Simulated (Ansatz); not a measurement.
Reaction: CN (SMILES [C]#N, doublet) → CN- (parent SMILES [C]#N, singlet) (an electron is taken up)
Each species at its own B3LYP-D3(BJ)/def2-TZVP minimum (Ansatz, a program for electronic structure).

Total energies in hartree (Ansatz). Radicals and triplets start from unrestricted determinants; spin-orbit coupling is neglected. Correlated methods leave the cores frozen. No relativity. The UHF reference of CN ([C]#N, doublet) is spin-contaminated (<S^2> up to 0.37 over the pure value in the sets run).

```tsv
species	HF/aug-cc-pVTZ	CCSD(T)/aug-cc-pVTZ	HF/aug-cc-pVQZ	CCSD(T)/aug-cc-pVQZ	CCSDT(Q)/aug-cc-pVTZ
1: CN (SMILES [C]#N, doublet)	-92.23620	-92.57063	-92.24184	-92.59174	-92.57516
2: CN- (parent SMILES [C]#N, singlet)	-92.34253	-92.71269	-92.34786	-92.73516	-92.71414
```

Problem. Work out the adiabatic electron affinity (electronic), positive where energy is released in eV: take Hartree-Fock from aug-cc-pVQZ, extrapolate the CCSD(T) correlation energy as X^-3 (X = 3, 4), and add CCSDT(Q) - CCSD(T) in aug-cc-pVTZ. 1 hartree = 27.211 eV.

Solution. 
Species 1: correlation (64·(-0.34990) - 27·(-0.33443))/37 = -0.36119; step -0.00453; E1 = -92.24184 + (-0.36119) + (-0.00453) = -92.60756
Species 2: correlation (64·(-0.38730) - 27·(-0.37016))/37 = -0.39981; step -0.00145; E2 = -92.34786 + (-0.39981) + (-0.00145) = -92.74912
+1·E1 -1·E2 = 0.14156 hartree = 3.85 eV.
